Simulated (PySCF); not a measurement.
## Level sweep

Carbon suboxide, C3O2.
InChI=1S/C3O2/c4-2-1-3-5

PySCF, dipoles from the SCF density, polarisabilities from static response with core orbitals frozen. Geometry: PBE0-D3(BJ)/def2-SVP; no solvent, vibrations or thermal averaging.

Task: Compare the levels for these properties.

Result: 

| level | α (Å³) | anisotropy (Å³) |
| --- | --- | --- |
| LDA/def2-SVPD | 6.63 | 8.98 |
| PBE/def2-SVPD | 6.61 | 8.99 |
| B3LYP/def2-SVPD | 6.57 | 8.95 |
| PBE0/def2-SVPD | 6.51 | 8.89 |
| BHandHLYP/def2-SVPD | 6.46 | 8.82 |
| CAM-B3LYP/def2-SVPD | 6.59 | 9.05 |
| wB97X-D/def2-SVPD | 6.63 | 8.96 |
| LC-wPBE/def2-SVPD | 6.60 | 9.20 |
| HF/def2-SVPD | 6.36 | 8.55 |
| PBE0/6-31G* | 5.07 | 9.25 |
| PBE0/def2-SVP | 5.11 | 9.03 |
| PBE0/6-31+G* | 5.86 | 9.95 |
| PBE0/aug-cc-pVDZ | 6.55 | 9.01 |
| PBE0/def2-TZVP | 6.05 | 9.19 |
| PBE0/def2-TZVPD | 6.62 | 8.86 |
| PBE0/aug-cc-pVTZ | 6.62 | 8.87 |

The anisotropy is √(½[(α1 − α2)² + (α2 − α3)² + (α3 − α1)²]). No reference polarisability is at hand; against PBE0 in the largest diffuse basis at hand (aug-cc-pVTZ) the other PBE0 rows deviate by 6-31G* -23%, def2-SVP -23%, 6-31+G* -12%, def2-SVPD -2%, aug-cc-pVDZ -1%, def2-TZVP -9%, def2-TZVPD 0%. The dipole stays under 0.05 D at every level. In one basis (def2-SVPD) the functionals order the polarisability from HF (lowest) to LDA (highest), a spread of 4%. With PBE0 the polarisability is 5.41 Å³ without diffuse functions (mean of 6-31G*, def2-SVP and def2-TZVP) and 6.43 Å³ with them (mean of 6-31+G*, def2-SVPD, aug-cc-pVDZ, def2-TZVPD and aug-cc-pVTZ).
